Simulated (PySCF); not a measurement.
Species: C5H8O.
Atom-mapped SMILES: `[CH3:1][O:2][C@@H:3]1[C@@H:4]2[CH2:5][C@H:6]12` (hydrogens: H7, H8, H9 on C1; H10 on C3; H11 on C4; H12, H13 on C5; H14 on C6)

The same species was optimised twice, with GFN2-xTB and with PBE0-D3(BJ)/def2-SVP (PySCF), and the same property calculations (PySCF, gas phase) were run on both structures.

| coordinate | GFN2-xTB | PBE0-D3(BJ)/def2-SVP | change |
| --- | --- | --- | --- |
| C3–C6 (Å) | 1.488 | 1.474 | -0.014 |
| C1–O2 (Å) | 1.408 | 1.397 | -0.011 |
| C3–C4 (Å) | 1.502 | 1.492 | -0.010 |
| O2–C3 (Å) | 1.394 | 1.385 | -0.009 |
| C5–C6 (Å) | 1.497 | 1.493 | -0.004 |
| C4–C5 (Å) | 1.497 | 1.495 | -0.002 |
| C4–C6 (Å) | 1.491 | 1.492 | +0.001 |
| C3–C6–C5 (°) | 96.8 | 98.8 | +2.0 |
| C3–C4–C5 (°) | 96.2 | 97.9 | +1.7 |
| C4–C3–C6 (°) | 59.8 | 60.4 | +0.6 |
| C3–C4–C6 (°) | 59.6 | 59.2 | -0.4 |
| O2–C3–C4 (°) | 121.2 | 121.5 | +0.3 |
| C4–C5–C6 (°) | 59.7 | 59.9 | +0.2 |
| C3–C6–C4 (°) | 60.6 | 60.4 | -0.2 |
| C5–C4–C6 (°) | 60.1 | 60.0 | -0.1 |
| C1–O2–C3–C4 (°) | -79 | -77 | +2 |

Rotational constants: A = 8814, B = 2687, C = 2594 MHz (GFN2-xTB) against A = 8862, B = 2687, C = 2590 MHz (PBE0-D3(BJ)/def2-SVP). Point groups within 0.08 Å: C1 and C1.

On the GFN2-xTB structure: lowest singlet, TDDFT (eV) 7.31 [CAM-B3LYP/def2-SVPD]; isotropic polarisability (au) 59.4 [CAM-B3LYP/def2-SVPD]; HOMO (eV) -8.75 [CAM-B3LYP/def2-SVPD]; LUMO (eV) 1.50 [CAM-B3LYP/def2-SVPD]; dipole (D) 1.60 [CAM-B3LYP/def2-SVPD].

Question: What do these properties become on the PBE0-D3(BJ)/def2-SVP structure?

Answer: 
```
                                    property                level  on GFN2-xTB  on PBE0-D3(BJ)/def2-SVP  change
                  lowest singlet, TDDFT (eV)  CAM-B3LYP/def2-SVPD         7.31                     7.24   -0.07
               isotropic polarisability (au)  CAM-B3LYP/def2-SVPD         59.4                     60.1    +0.7
                                   HOMO (eV)  CAM-B3LYP/def2-SVPD        -8.75                    -8.72   +0.03
                                   LUMO (eV)  CAM-B3LYP/def2-SVPD         1.50                     1.48   -0.02
                                  dipole (D)  CAM-B3LYP/def2-SVPD         1.60                     1.65   +0.05
energy, GFN2-xTB geometry as zero (kcal/mol)  CAM-B3LYP/def2-SVPD          0.0                     -1.0    -1.0
```

The heavy atoms differ by 0.023 Å rms after alignment. Among bonds between heavy atoms C3–C6 changes most (-0.014 Å). Changes are differences of the printed values. Neither structure is proved a minimum here.

The values belong to the conformer `[CH3:1][O:2][C@@H:3]1[C@@H:4]2[CH2:5][C@H:6]12`: C1–O2–C3–C4 -77°.
